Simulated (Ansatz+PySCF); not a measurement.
Two shapes of triplet MgH2.

Shape 1:

```xyz
3

Mg    0.0000    0.0000    0.0000
H     2.2668    0.0000    1.3087
H    -3.0720    0.0000    1.7736
```

Shape 2:

```xyz
3

Mg    0.0000    0.0000    0.0000
H     2.4398    0.0000    2.0472
H    -2.4398    0.0000    2.0472
```

Basis set: STO-3G (spherical functions). Frozen core: 1 orbital. Correlation on ROHF uses semicanonical orbitals with singles. Charge 0, multiplicity 3.

Computed with Ansatz (development build ahead of 0.2.0); the reference of a correlated method needn't be the lowest determinant of its kind.

(1) Which shape is lower in energy, and by how much in each method?

Results:

(1)

```csv
method,E(2) − E(1) (eV)
ROHF-CCSD,0.141
UHF-CCSD,0.141
ROHF-CCSD(T),0.142
UHF-CCSD(T),0.142
full CI (lowest root of this spin),0.142
```

Shape 1 is lower. Caution for ROHF-CCSD, UHF-CCSD, ROHF-CCSD(T), UHF-CCSD(T): the reference determinant was not shown to be the lowest.
